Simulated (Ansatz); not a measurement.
# CH4NO2P: the cost of one run

Method: RKS PBE-D4/def2-SVP, in Ansatz 0.2.0.

### 1 The structure to begin with

Bond lengths: O1–C2 1.271 Å, C2–O3 1.302 Å, C2–N4 1.249 Å, N4–P5 1.802 Å, O1–H6 1.003 Å, O3–H7 0.999 Å, P5–H8 1.407 Å, P5–H9 1.433 Å. Angles: O1–C2–O3 110.5°, O1–C2–N4 130.5°, O3–C2–N4 118.9°, C2–O1–H6 111.0°, C2–O3–H7 109.7°, C2–N4–P5 117.6°, N4–P5–H8 96.4°, N4–P5–H9 97.6°, H8–P5–H9 96.3°.

Coordinates:

```xyz
9

O    -0.0275    1.7318    0.1425
C     0.5819    0.6437    0.3883
O     1.6910    0.8767    1.0296
N     0.3025   -0.5323    0.0723
P    -1.2531   -0.8170   -0.7916
H    -0.8878    1.5596   -0.3441
H     2.1703    0.0168    1.1976
H    -0.7297   -1.6762   -1.7757
H    -1.7591   -1.8495    0.0639
```

### 2 Relaxing end A

Contents of input.yaml:

```yaml
crystal:
  periodic: [false, false, false]
  atoms:
    - { symbol: O, position_ang: [-0.0275, 1.7318, 0.1425] }
    - { symbol: C, position_ang: [0.5819, 0.6437, 0.3883] }
    - { symbol: O, position_ang: [1.691, 0.8767, 1.0296] }
    - { symbol: "N", position_ang: [0.3025, -0.5323, 0.0723] }
    - { symbol: P, position_ang: [-1.2531, -0.817, -0.7916] }
    - { symbol: H, position_ang: [-0.8878, 1.5596, -0.3441] }
    - { symbol: H, position_ang: [2.1703, 0.0168, 1.1976] }
    - { symbol: H, position_ang: [-0.7297, -1.6762, -1.7757] }
    - { symbol: H, position_ang: [-1.7591, -1.8495, 0.0639] }
basis:
  gaussian: { orbitals: def2-SVP }
hamiltonian:
  xc: pbe
  dispersion: d4
relax:
  f_tol: 0.015
  max_steps: 40
```

The run is started by

```console
$ ansatz run input.yaml --threads 1 --pin off --max-ram 2048MiB --backend cpu --events-out ev --progress --plain --runs-dir out
```

What time and memory should one allow on 1 thread of Arm Neoverse V1, shared host?

About 31 s, with a peak of 0.15 GiB.
